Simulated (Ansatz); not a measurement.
What a trial cell of Sc2F relaxes into

These are results of DFT PBE, scalar-relativistic, plane waves, PAW (Ansatz 0.2.0), not measurements.

Sc2F was placed on the anti-fluorite structure type (Fm-3m, No. 225), with F in place of Ca, Sc in place of F, at a guessed volume.

The final relaxation ran on this input, with the default PAW datasets:

```yaml
crystal:
  lattice:
    - [0.0, 3.0189891168, 3.0189891168]
    - [3.0189891168, 0.0, 3.0189891168]
    - [3.0189891168, 3.0189891168, 0.0]
  atoms:
    - { symbol: Sc, position: [0.25, 0.25, 0.25] }
    - { symbol: Sc, position: [0.75, 0.75, 0.75] }
    - { symbol: F, position: [0.0, 0.0, 0.0] }
basis:
  ecutwfc: 420
kpoints:
  mp_grid: { grid: [14, 14, 14] }
hamiltonian:
  xc: pbe
scf:
  occupations: { method: gaussian, width: 0.1 }
output:
  forces: true
  stress: true
  eigenvalues: true
relax:
  adjacent_minimum: "off"
  f_tol: 0.01
  max_steps: 80
  cell: { stress_tol: 0.05 }
```

Launched as:

```bash
ansatz run input.yaml --threads 1 --pin off --max-ram 2560MiB --backend cpu --events-out ev --progress --plain --runs-dir out
```

Time: 8.6 s on 1 thread of Intel(R) Xeon(R) 6975P-C (Granite Rapids), with other jobs on the host, peak memory 0.43 GiB.

End of the output:

```
SCF converged after 6 iterations
Free energy (F): -5079.280793 eV
Harris-Foulkes:  -5079.280793 eV  (|F-HF|=1.82e-12)
Internal energy: -5079.259038 eV  (E = F + TS)
E sigma→0 (E₀):  -5079.269916 eV
Entropy (-TS):   -0.021755 eV (-7.252 meV/atom)
Fermi energy:    10.171514 eV
--- Per-component energies (eV) ---
  E_band       = -346.622308
  E_kinetic    = 730.796006
  E_local      = -2238.742861  (includes V_loc(G=0)·N_el)
  E_nonlocal   = 245.090880
  E_hartree    = 788.912606
  E_xc         = -288.325774
  E_vxc        = -360.450090  (∫ρ·V_xc dr)
  E_paw        = -2113.187109  (= ΣΔE_a)
  E_vpaw       = -301.143537  (= ΣTr[D̂ρ^β])
  E_aug_tail   = 0.002067  (compensation charges beyond the density's cutoff)
  E_ewald      = -2203.804853
  E_smearing   = -0.021755  (= −TS)
  E_closure    =  0.000000  (closes the sum)
  Σ components = -5079.280793   (vs F -5079.280793, Δ=0.00e0)
--- Forces (eV/Å), atoms counted from 1 ---
  atom   1  Sc     0.00000000     0.00000000     0.00000000
  atom   2  Sc     0.00000000     0.00000000     0.00000000
  atom   3  F      0.00000000     0.00000000     0.00000000
  max |Σ_I F_I| component: 1.39e-17 eV/Å
--- Stress (GPa, compression-positive) ---
       -0.013080       0.000000       0.000000
        0.000000      -0.013080       0.000000
        0.000000       0.000000      -0.013080
  P = ⅓ Tr σ = -0.0131 GPa (-0.131 kbar)
--- Relaxed structure (2 steps of the walk, 2 accepted, 1 SCFs on fresh bases) ---
  F+E_penalty+E_count = -5079.28079320 eV   max|allowed force component| = 9.098e-17 eV/Å   (the final SCF, on the basis selected at the relaxed cell)
  cell:  # Å, volume = 54.7405 Å³
    - [0.000000, 3.013652, 3.013652]
    - [3.013652, 0.000000, 3.013652]
    - [3.013652, 3.013652, 0.000000]
  atoms:
    - { symbol: Sc, position: [0.250000, 0.250000, 0.250000] }
    - { symbol: Sc, position: [0.750000, 0.750000, 0.750000] }
    - { symbol: F, position: [0.000000, 0.000000, 0.000000] }
```

Absolute energies hang on the potentials; compare differences alone.

The result has space group Fm-3m (No. 225). Around Sc lie 4 F at 2.61 Å and 6 Sc at 3.01 Å; around F lie 8 Sc at 2.61 Å.

Against the elements it lies at -0.69 eV/atom. Formation energies are uncorrected and refer to the elements' standard structures at the same level (F₂ as a molecule).

For metals, differences of a few meV/atom aren't resolved.

A structure relaxed within its symmetry needn't be a true minimum.